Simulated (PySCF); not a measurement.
Bonds (- single, = double, # triple, : aromatic): S1-C2, C2-C3, C3-C4, C4-C5, C5-C6, C6-C2. S1 carries H7; C2 carries H8; C3 carries H9, H10; C4 carries H11, H12; C5 carries H13, H14; C6 carries H15, H16. H10, H12, H14, H15 are cis to S1 on the ring; H9, H11, H13, H16 are trans to S1 on the ring.

GIAO shifts from PySCF 2.14.0 with density-fitted response routines on PBE0-D3(BJ)/def2-TZVP geometries (one conformer, non-relativistic, equivalent nuclei averaged), against TMS at the same level and in the same medium; PCM means IEF-PCM chloroform.

Measured (solution, not stated per compound (mostly CDCl3 or CCl4); Pretsch, Buehlmann, Badertscher, Structure Determination of Organic Compounds, 4th ed. (2009)): C2 38.3, C3/C6 37.7, C4/C5 24.6 ppm.

Q: Which unscaled values do B97-2/pcSseg-2, gas; WP04/pcSseg-2, PCM; wB97X-D/pcSseg-2, PCM give, and how close are they?

A: 
| atoms | measured | B97-2/pcSseg-2, gas | WP04/pcSseg-2, PCM | wB97X-D/pcSseg-2, PCM |
| --- | --- | --- | --- | --- |
| C2 | 38.3 | 49.5 | 54.7 | 49.0 |
| C3/C6 | 37.7 | 41.3 | 43.5 | 41.9 |
| C4/C5 | 24.6 | 23.7 | 27.3 | 23.7 |

Mean absolute error for ¹³C: B97-2/pcSseg-2, gas 5.2, WP04/pcSseg-2, PCM 8.3, wB97X-D/pcSseg-2, PCM 5.3 ppm.
